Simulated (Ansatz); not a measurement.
The parent structure is SiC in the zinc blende structure (space group F-43m, No. 216; a = 4.380 Å).

Calculations: PBE, PAW, 420 eV (Ansatz, a program for electronic structure; no spin-orbit coupling).

```
level  band gap  lattice parameter a
-----  --------  -------------------
PBE     1.37 eV              4.380 Å
```

Q: What does experiment give, and how far off is each level?

A: Measured: band gap 2.53 eV (static lattice; corrected from measurement; as listed in Wei Chen et al., Physical Review Materials (2018)); lattice parameter a 4.346 Å (static lattice; corrected from measurement; as listed in Daniel Mejia-Rodriguez, S. B. Trickey, Phys. Rev. B (2018)). Computed minus measured — band gap: PBE -1.16 eV; lattice parameter a: PBE +0.8 %. A measured gap can be an optical one, lowered by exciton binding.

Gaps are Kohn–Sham eigenvalue differences; semilocal functionals usually give less than the measured gap. Stability against distortions was not tested.
